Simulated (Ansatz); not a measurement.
Ansatz (a quantum-chemistry and plane-wave program) input (CCSD(T)/STO-3G):

Ansatz 0.2 input:
```yaml
crystal:
  periodic: [false, false, false]
  atoms:
    - {symbol: C, position_ang: [0.22577584, 0.13547594, 1.40749977]}
    - {symbol: C, position_ang: [0.00742734, 0.07963315, 0.04508769]}
    - {symbol: H, position_ang: [0.38119463, 1.08236846, 1.90771855]}
    - {symbol: H, position_ang: [0.24731876, -0.75949738, 2.01389750]}
    - {symbol: C, position_ang: [-0.02844852, 1.23028516, -0.72802239]}
    - {symbol: H, position_ang: [0.12134138, 2.20489305, -0.28305230]}
    - {symbol: H, position_ang: [-0.20684708, 1.18897693, -1.79400529]}
    - {symbol: C, position_ang: [-0.18199788, -1.26143177, -0.62813139]}
    - {symbol: H, position_ang: [-0.36837223, -2.04988441, 0.10038942]}
    - {symbol: H, position_ang: [-1.02040204, -1.23565840, -1.32585567]}
    - {symbol: H, position_ang: [0.70922577, -1.53497315, -1.19769435]}
basis:
  gaussian:
    orbitals: STO-3G
magnetization: {spin_polarized: true, initial_magnetization: 1}
correlation: {method: ccsd_t, electrons: outside_noble_gas}
```

End of the output:

```
integrals: 0.01 GiB planned
370 factors; integrals over basis functions are off by at most 4.2e-5 eV
mean field: 0.07 GiB planned
mean field evaluation 1: about -4178.6708 eV, gradient 1.0e1 eV
mean field evaluation 2: about -4178.8502 eV, gradient 1.0e1 eV
mean field evaluation 4: about -4180.3611 eV, gradient 2.9e0 eV
mean field evaluation 8: about -4180.6490 eV, gradient 7.5e-4 eV
mean field evaluation 16: about -4180.1963 eV, gradient 2.8e0 eV
mean field evaluation 32: about -4178.7470 eV, gradient 1.3e0 eV
mean field -4180.64337580 eV, -153.6358103188 hartree, gradient 2.2e-6 eV, S^2 1.067985; 0 other end points of the search recorded, 0 dependent functions left out
4 core orbitals not correlated
reference -4180.64337580 eV, -153.6358103188 hartree; 12, 11 occupied and 11, 12 virtual orbitals, 370 factors
second order -4.83726719 eV of doubles, -0.00000000 eV of singles
coupled cluster: 0.07 GiB planned
cycle   1  -5.93114923 eV  change    -1.1e0 eV  update   9.2e-2
cycle   2  -6.66297674 eV  change   -7.3e-1 eV  update   5.4e-2
cycle   3  -6.84895464 eV  change   -1.9e-1 eV  update   2.9e-2
cycle   4  -6.90245504 eV  change   -5.4e-2 eV  update   1.2e-2
cycle   5  -6.90725011 eV  change   -4.8e-3 eV  update   3.6e-3
cycle   6  -6.90743669 eV  change   -1.9e-4 eV  update   1.1e-3
cycle   7  -6.90838498 eV  change   -9.5e-4 eV  update   3.0e-4
cycle   8  -6.90852320 eV  change   -1.4e-4 eV  update   1.1e-4
cycle   9  -6.90839101 eV  change    1.3e-4 eV  update   3.7e-5
cycle  10  -6.90838760 eV  change    3.4e-6 eV  update   9.9e-6
coupled cluster: 0.07 GiB planned
perturbative correction -0.06382271 eV, -0.0023454415 hartree
Total energy: -4187.61558611 eV, -153.8920343217 hartree
```

It need not be the lowest isomer of its formula.

The determinant is spin-contaminated: <S^2> is 1.07 against 0.75 for a pure state.
